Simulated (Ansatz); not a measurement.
**Two structures, one formula**

Two relaxed structures of CH3ClSi, singlet (PBE0-D4/def2-TZVP; forces vanish, vibrations not checked).

A:

| atom | x (Å) | y (Å) | z (Å) |
| --- | --- | --- | --- |
| Si1 | -0.5291 | 0.1342 | -0.6733 |
| C2 | 0.5639 | 0.0038 | 0.6373 |
| Cl3 | 0.7650 | -1.3876 | 1.6265 |
| H4 | -1.4182 | -0.9702 | -1.0779 |
| H5 | -0.5939 | 1.3954 | -1.4357 |
| H6 | 1.2122 | 0.8245 | 0.9231 |

B:

```xyz
6
angstrom
Si -0.8326 0.0006 -0.0480
C 0.8091 -0.3969 0.8673
Cl -0.3966 -1.1483 2.0121
H -0.8276 -1.3436 -0.7677
H 1.4879 -1.1802 0.5435
H 1.3123 0.3915 1.4205
```

Ansatz 0.2.0; basis: def2-TZVPP; cores frozen in the correlated methods. B3LYP uses VWN-RPA correlation.

(1) Which structure is lower at CCSD(T), and by how much? (An estimate is asked for; the value comes from the calculation.)

T1 diagnostic: at most 0.015. The restricted Hartree–Fock reference is unstable towards an unrestricted one at one or more of these structures.

Answers

(1) Computed: B, by 3.14 kcal/mol (electronic energy, against the other). By their contacts, A is CH₃ClSi ([SiH2][CH][Cl]) and B is CH₃ClSi ([CH2]1[SiH][Cl]1).

All methods give the same order:

```
   method  E(B) − E(A) (kcal/mol)
   PBE-D4                   -3.10
r2SCAN-D4                   -1.38
  PBE0-D4                   -4.53
 B3LYP-D4                   -2.39
  wB97M-V                   -6.76
       HF                   -5.18
      MP2                   -2.06
     CCSD                   -4.08
  CCSD(T)                   -3.14
```

Labels in which every atom is bracketed show which atoms are joined, not bond orders.

For scale, one of the runs: CCSD(T)/def2-TZVPP, 157 basis functions, launched by `ansatz run in.yaml --threads 2 --pin off --events-out ev --progress --plain --max-ram 4352MiB`. Time: 17 s of wall clock on 2 CPU threads of an Arm Neoverse V1; the host was shared. Peak host memory: 1 GiB.
